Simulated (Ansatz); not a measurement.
Results of PBE in Ansatz (plane waves, PAW) for diamond.

Numerical settings: plane-wave cutoff 520 eV, 16×16×16 k mesh, perturbation theory, scalar-relativistic PAW data made under PBE.

Computed at the level's own relaxed cell.

Harmonic phonon frequencies (cm⁻¹; i marks an imaginary mode):

```csv
q point,frequencies
Γ,0 0 0 1290 1290 1290
X,781 781 1057 1057 1192 1192
U,[?]
```

Problem. Complete the blanks.

Solution. 
- U, frequencies: 746 968 997 1050 1077 1219

Measured, for comparison: zone-centre TO phonon frequency 1333 cm⁻¹ (low temperature, zero-point motion not removed; as tabulated in Kunc et al. (2003), arXiv:cond-mat/0304692). Computed (rounded) less measured: zone-centre TO phonon frequency -3 %.

No imaginary mode appears at these points.

Ansatz is a program for electronic structure.
